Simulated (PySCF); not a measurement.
# Which basis set comes closest?

Molecule: Chlorocyclopentane (ClC1CCCC1, C$_{5}$H$_{9}$Cl).

Geometry:
```csv
atom,x (Å),y (Å),z (Å)
Cl1,1.990,0.122,-1.396
C2,1.176,-0.418,0.128
C3,0.573,0.779,0.844
C4,-0.713,1.083,0.061
C5,-1.112,-0.246,-0.624
C6,-0.041,-1.265,-0.209
H7,1.949,-0.946,0.701
H8,0.337,0.463,1.875
H9,1.267,1.628,0.911
H10,-1.504,1.472,0.719
H11,-0.518,1.859,-0.694
H12,-1.112,-0.126,-1.717
H13,-2.120,-0.581,-0.341
H14,-0.341,-1.794,0.713
H15,0.171,-2.028,-0.971
```

Geometry PBE0-D3(BJ)/def2-SVP throughout; GIAO in PySCF 2.14.0 with density-fitted response routines, gas phase, one conformer, non-relativistic; equivalent atoms averaged; functional PBE0.

Reference values (measured; solution, not stated per compound (mostly CDCl3 or CCl4); Pretsch, Buehlmann, Badertscher, Structure Determination of Organic Compounds, 4th ed. (2009)): δ(C2) = 62.0 ppm, δ(C3/C6) = 37.2 ppm, δ(C4/C5) = 23.1 ppm. Computed shifts are taken against TMS, calculated as an isolated molecule at each level.

**Question.** How do the basis sets STO-3G, 6-31G, pcSseg-0, 6-31G*, def2-SVP, cc-pVDZ, pcSseg-1, aug-cc-pVDZ, 6-311+G(2d,p), def2-TZVP, IGLO-III, cc-pVTZ perform against the reference? Times are CPU seconds on shared hosts with different chips, so compare them loosely.

**Answer.** 
```csv
basis set,functions,C2,C3/C6,C4/C5,mean abs. error C,core-s
STO-3G,43,62.7,35.9,31.0,3.3,7.6
6-31G,76,66.1,38.5,23.3,1.9,15
pcSseg-0,76,69.6,40.2,23.3,3.6,6.7
6-31G*,106,63.5,36.8,22.0,1.0,20
def2-SVP,133,65.3,36.6,20.9,2.0,26
cc-pVDZ,133,68.5,38.7,23.0,2.7,14
pcSseg-1,154,69.3,39.3,22.6,3.3,15
aug-cc-pVDZ,223,69.1,38.3,21.9,3.1,33
"6-311+G(2d,p)",224,69.5,38.9,22.2,3.4,58
def2-TZVP,246,70.0,39.8,22.9,3.6,68
IGLO-III,309,70.7,40.5,23.2,4.0,52
cc-pVTZ,310,69.5,39.4,22.9,3.3,56
```

For 13C the closest is 6-31G* (1.0 ppm) and the furthest IGLO-III (4.0 ppm). Where a smaller basis beats a larger one, errors probably cancel. One molecule is a small sample, and vibrational and solvent effects are absent from the calculation.

A small basis that lands close on one nucleus may do so by chance; judge by the trend and by all nuclei.
